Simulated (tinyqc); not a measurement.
RHF in the sto-6g basis, for OH-, spin multiplicity 1, step by step (part 1 of 2). The basis has no diffuse functions, so it cannot describe the extra electron: this is an exercise in the method, not the real anion. Computed by tinyqc, a small Python program that keeps every step (integrals from PySCF). Settings: charge = -1, multiplicity = 1, basis = sto-6g, energy threshold = 1e-08, iteration cap = 71, orthogonalisation = symmetric, start = core, DIIS depth = 0, shift = 0.5, method = RHF. Command: `OMP_NUM_THREADS=1 python tinyqc.py 29802 29803 out.jsonl` (the two numbers bound the seeds that draw the settings). One thread of a shared host (Intel(R) Xeon(R) Processor @ 2.60GHz), about 0.08 s of CPU time with the checks. Later iterations appear only in the table of the cycle.

## One-electron integrals

Geometry (angstrom):
```
atom         x         y         z
O     0.000000  0.000000  0.000000
H     0.000000  0.000000  1.323000
```

Basis sto-6g: exponents (1/bohr^2) and contraction coefficients of normalised primitives:
```
element  l (shell)     exponent  coefficient
O            s (1)  1355.584234     0.009164
O            s (1)   248.544885     0.049361
O            s (1)    69.533902     0.168538
O            s (1)    23.886772     0.370563
O            s (1)     9.275933     0.416492
O            s (1)     3.820341     0.130334
O            s (2)    52.187762    -0.013253
O            s (2)    10.329320    -0.046992
O            s (2)     3.210345    -0.033785
O            s (2)     1.235135     0.250242
O            s (2)     0.536420     0.595117
O            s (2)     0.245881     0.240706
O            p (3)    52.187762     0.003760
O            p (3)    10.329320     0.037679
O            p (3)     3.210345     0.173897
O            p (3)     1.235135     0.418036
O            p (3)     0.536420     0.425860
O            p (3)     0.245881     0.101708
H            s (1)    35.523221     0.009164
H            s (1)     6.513144     0.049361
H            s (1)     1.822143     0.168538
H            s (1)     0.625955     0.370563
H            s (1)     0.243077     0.416492
H            s (1)     0.100112     0.130334
```

Overlap, kinetic and nuclear-attraction integrals over the contracted functions; the nuclear repulsion is the sum of Za Zb / Rab.

nuclear repulsion = 3.19986220 hartree

overlap S, order 1O 1s, 1O 2s, 1O 2px, 1O 2py, 1O 2pz, 2H 1s:
$$\begin{pmatrix}
1.000000 & 0.231145 & 0.000000 & 0.000000 & 0.000000 & 0.023818 \\
0.231145 & 1.000000 & 0.000000 & 0.000000 & 0.000000 & 0.273132 \\
0.000000 & 0.000000 & 1.000000 & 0.000000 & 0.000000 & 0.000000 \\
0.000000 & 0.000000 & 0.000000 & 1.000000 & 0.000000 & 0.000000 \\
0.000000 & 0.000000 & 0.000000 & 0.000000 & 1.000000 & 0.256432 \\
0.023818 & 0.273132 & 0.000000 & 0.000000 & 0.256432 & 1.000000
\end{pmatrix}$$

kinetic energy T (hartree), order 1O 1s, 1O 2s, 1O 2px, 1O 2py, 1O 2pz, 2H 1s:
$$\begin{pmatrix}
29.327197 & -0.896024 & 0.000000 & 0.000000 & 0.000000 & -0.006244 \\
-0.896024 & 0.842618 & 0.000000 & 0.000000 & 0.000000 & 0.014895 \\
0.000000 & 0.000000 & 2.531309 & 0.000000 & 0.000000 & 0.000000 \\
0.000000 & 0.000000 & 0.000000 & 2.531309 & 0.000000 & 0.000000 \\
0.000000 & 0.000000 & 0.000000 & 0.000000 & 2.531309 & 0.083854 \\
-0.006244 & 0.014895 & 0.000000 & 0.000000 & 0.083854 & 0.768522
\end{pmatrix}$$

nuclear attraction V (hartree), order 1O 1s, 1O 2s, 1O 2px, 1O 2py, 1O 2pz, 2H 1s:
$$\begin{pmatrix}
-61.658298 & -6.243735 & 0.000000 & 0.000000 & -0.008597 & -0.734523 \\
-6.243735 & -9.399801 & 0.000000 & 0.000000 & -0.101712 & -1.844743 \\
0.000000 & 0.000000 & -9.380993 & 0.000000 & 0.000000 & 0.000000 \\
0.000000 & 0.000000 & 0.000000 & -9.380993 & 0.000000 & 0.000000 \\
-0.008597 & -0.101712 & 0.000000 & 0.000000 & -9.436228 & -1.529581 \\
-0.734523 & -1.844743 & 0.000000 & 0.000000 & -1.529581 & -4.412789
\end{pmatrix}$$

core Hamiltonian H = T + V (hartree), order 1O 1s, 1O 2s, 1O 2px, 1O 2py, 1O 2pz, 2H 1s:
$$\begin{pmatrix}
-32.331101 & -7.139760 & 0.000000 & 0.000000 & -0.008597 & -0.740767 \\
-7.139760 & -8.557183 & 0.000000 & 0.000000 & -0.101712 & -1.829847 \\
0.000000 & 0.000000 & -6.849684 & 0.000000 & 0.000000 & 0.000000 \\
0.000000 & 0.000000 & 0.000000 & -6.849684 & 0.000000 & 0.000000 \\
-0.008597 & -0.101712 & 0.000000 & 0.000000 & -6.904920 & -1.445726 \\
-0.740767 & -1.829847 & 0.000000 & 0.000000 & -1.445726 & -3.644267
\end{pmatrix}$$

## Two-electron integrals

Functions are numbered as in S; the eight-fold symmetry (ij|kl) = (ji|kl) = (kl|ij) leaves the list below.

Two-electron integrals (ij|kl) in chemists' order, unique and non-zero (hartree):
```
(11|11) 4.787491   (21|11) 0.675884   (21|21) 0.121505   (22|11) 1.117379
(22|21) 0.249212   (22|22) 0.817383   (31|31) 0.025762   (32|31) 0.039145
(32|32) 0.180664   (33|11) 1.117381   (33|21) 0.249212   (33|22) 0.817382
(33|33) 0.880663   (41|41) 0.025762   (42|41) 0.039145   (42|42) 0.180664
(43|43) 0.047461   (44|11) 1.117381   (44|21) 0.249212   (44|22) 0.817382
(44|33) 0.785741   (44|44) 0.880663   (51|51) 0.025762   (52|51) 0.039145
(52|52) 0.180664   (53|53) 0.047461   (54|54) 0.047461   (55|11) 1.117381
(55|21) 0.249212   (55|22) 0.817382   (55|33) 0.785741   (55|44) 0.785741
(55|55) 0.880663   (61|11) 0.073935   (61|21) 0.012757   (61|22) 0.025650
(61|33) 0.025597   (61|44) 0.025597   (61|51) 0.000625   (61|52) 0.001233
(61|55) 0.025757   (61|61) 0.001365   (62|11) 0.206979   (62|21) 0.046943
(62|22) 0.174024   (62|33) 0.171000   (62|44) 0.171000   (62|51) 0.003774
(62|52) 0.029531   (62|55) 0.180072   (62|61) 0.004971   (62|62) 0.049293
(63|31) 0.004840   (63|32) 0.028438   (63|53) 0.005894   (63|63) 0.006407
(64|41) 0.004840   (64|42) 0.028438   (64|54) 0.005894   (64|64) 0.006407
(65|11) 0.162731   (65|21) 0.037382   (65|22) 0.147597   (65|33) 0.141324
(65|44) 0.141324   (65|51) 0.007356   (65|52) 0.051154   (65|55) 0.160142
(65|61) 0.004110   (65|62) 0.050761   (65|65) 0.057931   (66|11) 0.396518
(66|21) 0.091553   (66|22) 0.390115   (66|33) 0.376622   (66|44) 0.376622
(66|51) 0.008070   (66|52) 0.089426   (66|55) 0.417099   (66|61) 0.009743
(66|62) 0.151007   (66|65) 0.176529   (66|66) 0.774999
```

## Orthogonalisation

S = U s U^T; symmetric (Loewdin) form X = U s^(-1/2) U^T, so that X^T S X = 1.

eigenvalues of S: [0.592846, 0.847670, 1.000000, 1.000000, 1.132741, 1.426742]

X, order 1O 1s, 1O 2s, 1O 2px, 1O 2py, 1O 2pz, 2H 1s:
$$\begin{pmatrix}
1.021307 & -0.123205 & 0.000000 & 0.000000 & -0.003291 & 0.013975 \\
-0.123205 & 1.053601 & 0.000000 & 0.000000 & 0.030033 & -0.153143 \\
0.000000 & 0.000000 & 1.000000 & 0.000000 & 0.000000 & 0.000000 \\
0.000000 & 0.000000 & 0.000000 & 1.000000 & 0.000000 & 0.000000 \\
-0.003291 & 0.030033 & 0.000000 & 0.000000 & 1.027544 & -0.140995 \\
0.013975 & -0.153143 & 0.000000 & 0.000000 & -0.140995 & 1.059227
\end{pmatrix}$$

## Starting guess

The start is the orbitals of the core Hamiltonian; D = 2 C_occ C_occ^T.

D at the start, order 1O 1s, 1O 2s, 1O 2px, 1O 2py, 1O 2pz, 2H 1s:
$$\begin{pmatrix}
2.115945 & -0.506502 & 0.000000 & 0.000000 & -0.017390 & 0.049867 \\
-0.506502 & 2.210378 & 0.000000 & 0.000000 & 0.097607 & -0.208301 \\
0.000000 & 0.000000 & 2.000000 & 0.000000 & 0.000000 & 0.000000 \\
0.000000 & 0.000000 & 0.000000 & 2.000000 & 0.000000 & 0.000000 \\
-0.017390 & 0.097607 & 0.000000 & 0.000000 & 2.095908 & -0.235523 \\
0.049867 & -0.208301 & 0.000000 & 0.000000 & -0.235523 & 0.044123
\end{pmatrix}$$

## Iteration 1: building the Fock matrix

J_ij = sum D_kl (ij|kl), K_ij = sum D_kl (ik|jl); F = H + J - 0.5 K; E = tr D H + tr D J / 2 - 0.25 tr D K + E_nn.

Coulomb J (hartree), order 1O 1s, 1O 2s, 1O 2px, 1O 2py, 1O 2pz, 2H 1s:
$$\begin{pmatrix}
18.588664 & 3.345225 & 0.000000 & 0.000000 & 0.002127 & 0.353367 \\
3.345225 & 8.779018 & 0.000000 & 0.000000 & 0.001577 & 1.804821 \\
0.000000 & 0.000000 & 8.779596 & 0.000000 & 0.000000 & 0.000000 \\
0.000000 & 0.000000 & 0.000000 & 8.779596 & 0.000000 & 0.000000 \\
0.002127 & 0.001577 & 0.000000 & 0.000000 & 8.777858 & 1.503138 \\
0.353367 & 1.804821 & 0.000000 & 0.000000 & 1.503138 & 3.895538
\end{pmatrix}$$

exchange K (hartree), order 1O 1s, 1O 2s, 1O 2px, 1O 2py, 1O 2pz, 2H 1s:
$$\begin{pmatrix}
9.872831 & 1.586988 & 0.000000 & 0.000000 & 0.000751 & 0.182160 \\
1.586988 & 2.833129 & 0.000000 & 0.000000 & 0.005339 & 0.499396 \\
0.000000 & 0.000000 & 2.356058 & 0.000000 & 0.000000 & 0.000000 \\
0.000000 & 0.000000 & 0.000000 & 2.356058 & 0.000000 & 0.000000 \\
0.000751 & 0.005339 & 0.000000 & 0.000000 & 2.356371 & 0.312589 \\
0.182160 & 0.499396 & 0.000000 & 0.000000 & 0.312589 & 0.152724
\end{pmatrix}$$

Fock matrix F (hartree), order 1O 1s, 1O 2s, 1O 2px, 1O 2py, 1O 2pz, 2H 1s:
$$\begin{pmatrix}
-18.678852 & -4.588029 & 0.000000 & 0.000000 & -0.006846 & -0.478480 \\
-4.588029 & -1.194730 & 0.000000 & 0.000000 & -0.102805 & -0.274725 \\
0.000000 & 0.000000 & 0.751883 & 0.000000 & 0.000000 & 0.000000 \\
0.000000 & 0.000000 & 0.000000 & 0.751883 & 0.000000 & 0.000000 \\
-0.006846 & -0.102805 & 0.000000 & 0.000000 & 0.694752 & -0.098883 \\
-0.478480 & -0.274725 & 0.000000 & 0.000000 & -0.098883 & 0.174910
\end{pmatrix}$$

total energy of this density = -73.66324004 hartree

## Iteration 1: diagonalisation and new density

A level shift of 0.5 hartree raises the virtual space: F + shift (S - S D(s) S), with D(s) the density of one spin (D/2). Diagonalise F' = X^T F X, C = X C', fill 5 alpha and 5 beta electrons from the bottom; D = 2 C_occ C_occ^T. Each column has its largest component positive (the first on a tie).

F' = X^T F X (hartree):
$$\begin{pmatrix}
-18.359534 & -2.434759 & 0.000000 & 0.000000 & -0.009685 & -0.041704 \\
-2.434759 & -0.347399 & 0.000000 & 0.000000 & -0.047589 & -0.226711 \\
0.000000 & 0.000000 & 0.751883 & 0.000000 & 0.000000 & 0.000000 \\
0.000000 & 0.000000 & 0.000000 & 0.751883 & 0.000000 & 0.000000 \\
-0.009685 & -0.047589 & 0.000000 & 0.000000 & 0.761238 & -0.242915 \\
-0.041704 & -0.226711 & 0.000000 & 0.000000 & -0.242915 & 0.796302
\end{pmatrix}$$

orbital energies (hartree): MO1 -18.683120, MO2 -0.092380, MO3 0.586932, MO4 0.751883, MO5 0.751883, MO6 1.039174

coefficients C, order 1O 1s, 1O 2s, 1O 2px, 1O 2py, 1O 2pz, 2H 1s:
$$\begin{pmatrix}
0.996232 & -0.242600 & 0.072345 & 0.000000 & 0.000000 & 0.043446 \\
0.016070 & 0.974480 & -0.354998 & 0.000000 & 0.000000 & -0.271509 \\
0.000000 & 0.000000 & 0.000000 & -0.074929 & 0.997189 & 0.000000 \\
0.000000 & 0.000000 & 0.000000 & 0.997189 & 0.074929 & 0.000000 \\
0.001061 & 0.122456 & 0.686091 & 0.000000 & 0.000000 & -0.768715 \\
-0.002551 & 0.121696 & 0.564598 & 0.000000 & 0.000000 & 0.912087
\end{pmatrix}$$

D after iteration 1, order 1O 1s, 1O 2s, 1O 2px, 1O 2py, 1O 2pz, 2H 1s:
$$\begin{pmatrix}
2.113133 & -0.492164 & 0.000000 & 0.000000 & 0.041969 & 0.017561 \\
-0.492164 & 2.151786 & 0.000000 & 0.000000 & -0.248426 & -0.163763 \\
0.000000 & 0.000000 & 2.000000 & 0.000000 & 0.000000 & 0.000000 \\
0.000000 & 0.000000 & 0.000000 & 2.000000 & 0.000000 & 0.000000 \\
0.041969 & -0.248426 & 0.000000 & 0.000000 & 0.971435 & 0.804531 \\
0.017561 & -0.163763 & 0.000000 & 0.000000 & 0.804531 & 0.667175
\end{pmatrix}$$

Within a degenerate level the vectors are fixed only up to a rotation; this is one choice.

## Iteration 2: building the Fock matrix

As before.

Coulomb J (hartree), order 1O 1s, 1O 2s, 1O 2px, 1O 2py, 1O 2pz, 2H 1s:
$$\begin{pmatrix}
17.871860 & 3.190133 & 0.000000 & 0.000000 & -0.001281 & 0.337255 \\
3.190133 & 8.379929 & 0.000000 & 0.000000 & 0.045866 & 1.776655 \\
0.000000 & 0.000000 & 8.394366 & 0.000000 & 0.000000 & 0.000000 \\
0.000000 & 0.000000 & 0.000000 & 8.394366 & 0.000000 & 0.000000 \\
-0.001281 & 0.045866 & 0.000000 & 0.000000 & 8.351051 & 1.515245 \\
0.337255 & 1.776655 & 0.000000 & 0.000000 & 1.515245 & 4.207129
\end{pmatrix}$$

exchange K (hartree), order 1O 1s, 1O 2s, 1O 2px, 1O 2py, 1O 2pz, 2H 1s:
$$\begin{pmatrix}
9.841177 & 1.548671 & 0.000000 & 0.000000 & 0.002269 & 0.179719 \\
1.548671 & 2.693497 & 0.000000 & 0.000000 & -0.044229 & 0.630022 \\
0.000000 & 0.000000 & 2.311626 & 0.000000 & 0.000000 & 0.000000 \\
0.000000 & 0.000000 & 0.000000 & 2.311626 & 0.000000 & 0.000000 \\
0.002269 & -0.044229 & 0.000000 & 0.000000 & 1.729842 & 0.662700 \\
0.179719 & 0.630022 & 0.000000 & 0.000000 & 0.662700 & 0.913076
\end{pmatrix}$$

Fock matrix F (hartree), order 1O 1s, 1O 2s, 1O 2px, 1O 2py, 1O 2pz, 2H 1s:
$$\begin{pmatrix}
-19.379829 & -4.723962 & 0.000000 & 0.000000 & -0.011012 & -0.493372 \\
-4.723962 & -1.524003 & 0.000000 & 0.000000 & -0.033732 & -0.368203 \\
0.000000 & 0.000000 & 0.388869 & 0.000000 & 0.000000 & 0.000000 \\
0.000000 & 0.000000 & 0.000000 & 0.388869 & 0.000000 & 0.000000 \\
-0.011012 & -0.033732 & 0.000000 & 0.000000 & 0.581211 & -0.261831 \\
-0.493372 & -0.368203 & 0.000000 & 0.000000 & -0.261831 & 0.106324
\end{pmatrix}$$

total energy of this density = -74.61961012 hartree

## Iteration 2: diagonalisation and new density

As before.

F' = X^T F X (hartree):
$$\begin{pmatrix}
-19.061402 & -2.454456 & 0.000000 & 0.000000 & -0.029569 & -0.033527 \\
-2.454456 & -0.647785 & 0.000000 & 0.000000 & 0.093618 & -0.310581 \\
0.000000 & 0.000000 & 0.388869 & 0.000000 & 0.000000 & 0.000000 \\
0.000000 & 0.000000 & 0.000000 & 0.388869 & 0.000000 & 0.000000 \\
-0.029569 & 0.093618 & 0.000000 & 0.000000 & 0.896730 & -0.640877 \\
-0.033527 & -0.310581 & 0.000000 & 0.000000 & -0.640877 & 0.579847
\end{pmatrix}$$

orbital energies (hartree): MO1 -19.383245, MO2 -0.427798, MO3 0.140109, MO4 0.388869, MO5 0.388869, MO6 1.438325

coefficients C, order 1O 1s, 1O 2s, 1O 2px, 1O 2py, 1O 2pz, 2H 1s:
$$\begin{pmatrix}
0.996678 & -0.234932 & 0.087246 & 0.000000 & 0.000000 & -0.047781 \\
0.014217 & 0.940906 & -0.432663 & 0.000000 & 0.000000 & 0.277320 \\
0.000000 & 0.000000 & 0.000000 & 0.992461 & 0.122557 & 0.000000 \\
0.000000 & 0.000000 & 0.000000 & -0.122557 & 0.992461 & 0.000000 \\
0.001105 & 0.080569 & 0.543945 & 0.000000 & 0.000000 & 0.879927 \\
-0.002242 & 0.206707 & 0.702774 & 0.000000 & 0.000000 & -0.793011
\end{pmatrix}$$

D after iteration 2, order 1O 1s, 1O 2s, 1O 2px, 1O 2py, 1O 2pz, 2H 1s:
$$\begin{pmatrix}
2.112342 & -0.489255 & 0.000000 & 0.000000 & 0.059261 & 0.021034 \\
-0.489255 & 2.145407 & 0.000000 & 0.000000 & -0.319042 & -0.219208 \\
0.000000 & 0.000000 & 2.000000 & 0.000000 & 0.000000 & 0.000000 \\
0.000000 & 0.000000 & 0.000000 & 2.000000 & 0.000000 & 0.000000 \\
0.059261 & -0.319042 & 0.000000 & 0.000000 & 0.604738 & 0.797844 \\
0.021034 & -0.219208 & 0.000000 & 0.000000 & 0.797844 & 1.073247
\end{pmatrix}$$

Within a degenerate level the vectors are fixed only up to a rotation; this is one choice.

## Iteration 3: building the Fock matrix

As before.

Coulomb J (hartree), order 1O 1s, 1O 2s, 1O 2px, 1O 2py, 1O 2pz, 2H 1s:
$$\begin{pmatrix}
17.591540 & 3.128891 & 0.000000 & 0.000000 & -0.003154 & 0.330869 \\
3.128891 & 8.212872 & 0.000000 & 0.000000 & 0.054068 & 1.760792 \\
0.000000 & 0.000000 & 8.233852 & 0.000000 & 0.000000 & 0.000000 \\
0.000000 & 0.000000 & 0.000000 & 8.233852 & 0.000000 & 0.000000 \\
-0.003154 & 0.054068 & 0.000000 & 0.000000 & 8.170909 & 1.514008 \\
0.330869 & 1.760792 & 0.000000 & 0.000000 & 1.514008 & 4.335228
\end{pmatrix}$$

exchange K (hartree), order 1O 1s, 1O 2s, 1O 2px, 1O 2py, 1O 2pz, 2H 1s:
$$\begin{pmatrix}
9.830746 & 1.534520 & 0.000000 & 0.000000 & 0.001546 & 0.177126 \\
1.534520 & 2.624038 & 0.000000 & 0.000000 & -0.100332 & 0.634870 \\
0.000000 & 0.000000 & 2.292680 & 0.000000 & 0.000000 & 0.000000 \\
0.000000 & 0.000000 & 0.000000 & 2.292680 & 0.000000 & 0.000000 \\
0.001546 & -0.100332 & 0.000000 & 0.000000 & 1.421722 & 0.648823 \\
0.177126 & 0.634870 & 0.000000 & 0.000000 & 0.648823 & 1.180187
\end{pmatrix}$$

Fock matrix F (hartree), order 1O 1s, 1O 2s, 1O 2px, 1O 2py, 1O 2pz, 2H 1s:
$$\begin{pmatrix}
-19.654934 & -4.778129 & 0.000000 & 0.000000 & -0.012524 & -0.498461 \\
-4.778129 & -1.656330 & 0.000000 & 0.000000 & 0.002521 & -0.386490 \\
0.000000 & 0.000000 & 0.237828 & 0.000000 & 0.000000 & 0.000000 \\
0.000000 & 0.000000 & 0.000000 & 0.237828 & 0.000000 & 0.000000 \\
-0.012524 & 0.002521 & 0.000000 & 0.000000 & 0.555129 & -0.256130 \\
-0.498461 & -0.386490 & 0.000000 & 0.000000 & -0.256130 & 0.100868
\end{pmatrix}$$

total energy of this density = -74.74429237 hartree

## Iteration 3: diagonalisation and new density

As before.

F' = X^T F X (hartree):
$$\begin{pmatrix}
-19.336725 & -2.462253 & 0.000000 & 0.000000 & -0.037555 & -0.033715 \\
-2.462253 & -0.774113 & 0.000000 & 0.000000 & 0.146033 & -0.313072 \\
0.000000 & 0.000000 & 0.237828 & 0.000000 & 0.000000 & 0.000000 \\
0.000000 & 0.000000 & 0.000000 & 0.237828 & 0.000000 & 0.000000 \\
-0.037555 & 0.146033 & 0.000000 & 0.000000 & 0.958161 & -0.633187 \\
-0.033715 & -0.313072 & 0.000000 & 0.000000 & -0.633187 & 0.484568
\end{pmatrix}$$

orbital energies (hartree): MO1 -19.658072, MO2 -0.545327, MO3 0.090761, MO4 0.237828, MO5 0.237828, MO6 1.444529

coefficients C, order 1O 1s, 1O 2s, 1O 2px, 1O 2py, 1O 2pz, 2H 1s:
$$\begin{pmatrix}
0.996833 & -0.239185 & 0.071783 & 0.000000 & 0.000000 & -0.049156 \\
0.013573 & 0.964713 & -0.375740 & 0.000000 & 0.000000 & 0.278521 \\
0.000000 & 0.000000 & 0.000000 & -0.118094 & 0.993002 & 0.000000 \\
0.000000 & 0.000000 & 0.000000 & 0.993002 & 0.118094 & 0.000000 \\
0.001131 & 0.019784 & 0.499814 & 0.000000 & 0.000000 & 0.909083 \\
-0.002172 & 0.170142 & 0.758282 & 0.000000 & 0.000000 & -0.749362
\end{pmatrix}$$

D after iteration 3, order 1O 1s, 1O 2s, 1O 2px, 1O 2py, 1O 2pz, 2H 1s:
$$\begin{pmatrix}
2.112076 & -0.488374 & 0.000000 & 0.000000 & 0.064547 & 0.023144 \\
-0.488374 & 2.144072 & 0.000000 & 0.000000 & -0.337398 & -0.241616 \\
0.000000 & 0.000000 & 2.000000 & 0.000000 & 0.000000 & 0.000000 \\
0.000000 & 0.000000 & 0.000000 & 2.000000 & 0.000000 & 0.000000 \\
0.064547 & -0.337398 & 0.000000 & 0.000000 & 0.500414 & 0.764728 \\
0.023144 & -0.241616 & 0.000000 & 0.000000 & 0.764728 & 1.207891
\end{pmatrix}$$

Within a degenerate level the vectors are fixed only up to a rotation; this is one choice.

## Iteration 12 (converged): orbitals

converged F (hartree), order 1O 1s, 1O 2s, 1O 2px, 1O 2py, 1O 2pz, 2H 1s:
$$\begin{pmatrix}
-19.782846 & -4.803439 & 0.000000 & 0.000000 & -0.013353 & -0.500680 \\
-4.803439 & -1.718032 & 0.000000 & 0.000000 & 0.020879 & -0.392128 \\
0.000000 & 0.000000 & 0.166464 & 0.000000 & 0.000000 & 0.000000 \\
0.000000 & 0.000000 & 0.000000 & 0.166464 & 0.000000 & 0.000000 \\
-0.013353 & 0.020879 & 0.000000 & 0.000000 & 0.545289 & -0.244190 \\
-0.500680 & -0.392128 & 0.000000 & 0.000000 & -0.244190 & 0.101099
\end{pmatrix}$$

Diagonalise F' = X^T F X, C = X C', fill 5 alpha and 5 beta electrons from the bottom; D = 2 C_occ C_occ^T. Each column has its largest component positive (the first on a tie).

F' = X^T F X (hartree):
$$\begin{pmatrix}
-19.464898 & -2.464426 & 0.000000 & 0.000000 & -0.033609 & -0.039554 \\
-2.464426 & -0.846204 & 0.000000 & 0.000000 & 0.105936 & -0.265674 \\
0.000000 & 0.000000 & 0.166464 & 0.000000 & 0.000000 & 0.000000 \\
0.000000 & 0.000000 & 0.000000 & 0.166464 & 0.000000 & 0.000000 \\
-0.033609 & 0.105936 & 0.000000 & 0.000000 & 0.651929 & -0.382137 \\
-0.039554 & -0.265674 & 0.000000 & 0.000000 & -0.382137 & 0.286959
\end{pmatrix}$$

orbital energies (hartree): MO1 -19.785864, MO2 -0.600698, MO3 0.084215, MO4 0.166464, MO5 0.166464, MO6 0.930134

coefficients C, order 1O 1s, 1O 2s, 1O 2px, 1O 2py, 1O 2pz, 2H 1s:
$$\begin{pmatrix}
0.996901 & -0.240964 & 0.064107 & 0.000000 & 0.000000 & -0.049684 \\
0.013289 & 0.975418 & -0.347444 & 0.000000 & 0.000000 & 0.277984 \\
0.000000 & 0.000000 & 0.000000 & -0.057466 & 0.998347 & 0.000000 \\
0.000000 & 0.000000 & 0.000000 & 0.998347 & 0.057466 & 0.000000 \\
0.001153 & -0.008871 & 0.471440 & 0.000000 & 0.000000 & 0.924285 \\
-0.002154 & 0.148838 & 0.787323 & 0.000000 & 0.000000 & -0.723502
\end{pmatrix}$$

D after iteration 12, order 1O 1s, 1O 2s, 1O 2px, 1O 2py, 1O 2pz, 2H 1s:
$$\begin{pmatrix}
2.111971 & -0.488133 & 0.000000 & 0.000000 & 0.067019 & 0.024921 \\
-0.488133 & 2.144670 & 0.000000 & 0.000000 & -0.344873 & -0.256799 \\
0.000000 & 0.000000 & 2.000000 & 0.000000 & 0.000000 & 0.000000 \\
0.000000 & 0.000000 & 0.000000 & 2.000000 & 0.000000 & 0.000000 \\
0.067019 & -0.344873 & 0.000000 & 0.000000 & 0.444672 & 0.739706 \\
0.024921 & -0.256799 & 0.000000 & 0.000000 & 0.739706 & 1.284070
\end{pmatrix}$$

Within a degenerate level the vectors are fixed only up to a rotation; this is one choice.
